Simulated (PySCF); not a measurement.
Input of a run (PBE0/def2-SVP geometry optimisation, gas phase (PySCF 2.14.0)), started from GFN2-xTB:
```
{"job": {"xc": "PBE0", "basis": "def2-SVP", "grid": 1, "kind": "geom"}, "charge": 0, "multiplicity": 1}
O     -1.069146    -1.193158    -0.626871
S     -0.411098    -0.072715    -0.067045
O     -0.556519     1.233114    -0.617052
O      1.148715    -0.373552     0.105518
H     -0.759196    -0.011656     1.273055
H      1.650368     0.419957    -0.089179
```

Output (energies in Eh, forces in Eh/bohr):
```
step   0  E = -624.30200334  max force = 0.034335
step   1  E = -624.30427481  max force = 0.011242
step   2  E = -624.30434702  max force = 0.005544
step   3  E = -624.30452047  max force = 0.001043
step   4  E = -624.30453685  max force = 0.000323
step   5  E = -624.30454886  max force = 0.001011
step   6  E = -624.30456242  max force = 0.000831
step   7  E = -624.30456971  max force = 0.000330
optimisation converged
```

Problem. Summarise the run.

Solution. The energy falls by 1.6 kcal/mol over 8 energy and gradient evaluations, the largest force component goes from 0.0343 to 3.3e-04 Eh/bohr, and the atoms move by 0.032 Å rms after alignment. Among the bonds, O1=S2 and S2=O3 change most and about equally (+0.022 Å). Bonds longer at the end by more than 0.005 Å: 4 of 5; shorter: 1. Among the angles that change most is O1–S2–O4, from 110.3° to 107.9°. The energy never rose by more than 1e-6 Eh on the way. The first step brought 89 % of the lowering.

Problem. What are the final bond lengths?

Solution. O1=S2 1.437 Å, S2=O3 1.447 Å, S2–O4 1.615 Å, S2–H5 1.368 Å, O4–H6 0.970 Å. Numbering counts from 1 in the input's order; the species is `O=[SH](=O)O`.

The run used 70 basis functions and 58 SCF cycles in all. On one thread of an Arm Neoverse N1, shared host with 32 logical CPUs at a one-minute load of 20, this took 13 s of wall time and 0.35 GiB of memory at its peak.

Whether it is a minimum is left open (no frequencies). One conformer, not necessarily the lowest.

Shape of the structure used: `[O:1]=[SH:2](=[O:3])[OH:4]`: H–O4–S2–O1 138°.
